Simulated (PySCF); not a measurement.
Working out the ionisation energy of C

C [He] 2s2 2p2 (3P) → C⁺ [He] 2s2 2p1 (2P). Calculation: PySCF 2.14, in Sapporo-DZP-2012 (4s3p1d, 18 functions); scalar relativity by spin-free X2C-1e. Frozen: 1s2. Energies in hartree (1 hartree = 27.21139 eV):

```tsv
part	C (lower)	C⁺ (upper)
UHF	-37.698463	-37.302163
CCSD correlation	-0.078400	-0.069838
(T)	-0.001087	-0.000731
```

Task: What does Hartree-Fock give?

Result: (-37.302163) − (-37.698463) = 0.396300 hartree = 10.784 eV.

Task: What do CCSD and CCSD(T) give?

Result: The CCSD correlation energies differ by 0.008562 hartree = 0.233 eV and the triples by 0.000356 hartree = 0.010 eV, so CCSD gives 11.017 eV and CCSD(T) 11.027 eV.

Measured between the centres of the two terms (NIST): 11.262 eV, so CCSD(T) (valence) is off by -0.235 eV.

A double-zeta basis recovers only part of the correlation energy.

What remains against the reference includes basis incompleteness, the frozen core and higher excitations.
